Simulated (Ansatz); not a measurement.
## H2C–CH2, singlet in cc-pVDZ: errors against RCCSDT(Q)

Geometry: displaced at random from a stationary point.

```yaml
atoms:
  - { symbol: C, position_ang: [0.0054, 0.0068, 0.6731] }
  - { symbol: C, position_ang: [0.0046, -0.0094, -0.6610] }
  - { symbol: H, position_ang: [0.0525, 0.9731, 1.1889] }
  - { symbol: H, position_ang: [-0.0502, -0.9360, 1.2187] }
  - { symbol: H, position_ang: [-0.0926, 0.9265, -1.2948] }
  - { symbol: H, position_ang: [-0.0289, -0.9329, -1.2576] }
```

Basis cc-pVDZ; Ansatz 0.2.0. Correlated methods freeze the noble-gas cores, which leaves 12 electrons in 46 orbitals. Prefix R: restricted or restricted open-shell reference. Active spaces: frontier = (8e, 8o) about the gap.

Full CI isn't at hand for all of this; RCCSDT(Q) serves as the reference, and is uncertain by about the last step of the cluster series.

```
UHF ⟨S²⟩                          : 0.010
T1 diagnostic (RCCSD)             : 0.0100
largest doubles amplitude (RCCSD) : 0.136
```

Problem. From what is known of these methods and the diagnostics, rank them by the size of their error in total energy against RCCSDT(Q) in cc-pVDZ, smallest first (an estimate: the text doesn't fix the numbers).
A. RHF
B. CISD
C. RCCSD(T)
D. RCCSD
E. MRCISD (frontier space)

Solution. C (3.4 kJ/mol), D (29.6 kJ/mol), E (44.3 kJ/mol), B (96.1 kJ/mol), A (835.2 kJ/mol).

All errors are against RCCSDT(Q) in cc-pVDZ. Within each family the higher level lies nearer, as is usual though not guaranteed.
